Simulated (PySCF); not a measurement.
**The bond of OH, level by level**

What are the lowest state that PBE0 finds, the bond length, vibrational wavenumber and bond energy of OH, and how much do these hang on the method?

Computed with PySCF 2.14.0. Level: H def2-TZVP, O def2-TZVP, no relativity.

### Step 1. Input

The job is set up so:

* atoms: H, O
* charge: 0
* basis: H def2-TZVP, O def2-TZVP
* Hamiltonian: no relativity
* basis functions: 37
* electrons treated: 9
* masses in u: 1.0078, 15.9949
* levels: PBE0, PBE, r²SCAN, B97-3, PW91, BLYP, HF, MP2, SCS-MP2, CCSD, CCSD(T)
* grid: 80 radial by 434 angular points
* occupations: held fixed by the projection of orbital angular momentum
* dissociation limit: H + O, each in its ground configuration
* starting distance in angstrom: 0.920
* values of 2S to try: 1, 3

Started as:

```sh
$ OMP_NUM_THREADS=1 python dia.py task.json out
```

After this run come: PBE0 along the bond; PBE (GGA); r²SCAN; B97-3 (global hybrid GGA); PW91 (GGA); BLYP (GGA); UHF (mean field); Correlated methods on the Hartree–Fock reference.

What does the calculation give? Wanted: for each run, Re; ωe; De; μ.

**Answer**, as computed:

Lowest PBE0 solution found, without spin–orbit coupling: ²Π (doublet), unpaired electrons π ↑.

| level | Re (Å) | ωe (cm⁻¹) | De (eV) | μ (D) |
| --- | --- | --- | --- | --- |
| UHF | 0.953 | 4018 | 2.91 | -1.84 |
| UHF-MP2 | 0.972 | 3779 | 4.37 | n/a |
| UHF-SCS-MP2 | 0.973 | 3761 | 4.40 | n/a |
| UHF-CCSD | 0.974 | 3733 | 4.31 | n/a |
| UHF-CCSD(T) | 0.976 | 3700 | 4.36 | n/a |
| PBE | 0.986 | 3583 | 4.69 | -1.73 |
| PW91 | 0.985 | 3591 | 4.71 | -1.73 |
| BLYP | 0.988 | 3533 | 4.68 | -1.73 |
| r²SCAN | 0.976 | 3696 | 4.64 | -1.76 |
| PBE0 | 0.973 | 3749 | 4.51 | -1.77 |
| B97-3 | 0.972 | 3754 | 4.56 | -1.76 |

De is counted to H + O in their ground configurations. A positive dipole means H(−)O(+).

Differences from CCSD(T) in the same basis:

| level | Re (mÅ) | ωe (%) |
| --- | --- | --- |
| UHF | -23 | +8.6 |
| UHF-MP2 | -4 | +2.1 |
| UHF-SCS-MP2 | -3 | +1.7 |
| UHF-CCSD | -2 | +0.9 |
| PBE | +10 | -3.1 |
| PW91 | +9 | -2.9 |
| BLYP | +12 | -4.5 |
| r²SCAN | 0 | -0.1 |
| PBE0 | -3 | +1.3 |
| B97-3 | -4 | +1.5 |

Judged by CCSD(T) in the same basis: best bond length r²SCAN (0 mÅ), worst UHF (-23 mÅ); best wavenumber r²SCAN (-0.1 %), worst UHF (+8.6 %). Hartree–Fock makes the bond too short and too stiff against this reference, as it mostly does. PBE gives a bond that is too long and too soft, as GGAs tend to. Among the levels with a De in the table, it runs from 2.91 eV (UHF) to 4.71 eV (PW91).

Correlated steps freeze 1 core orbital.
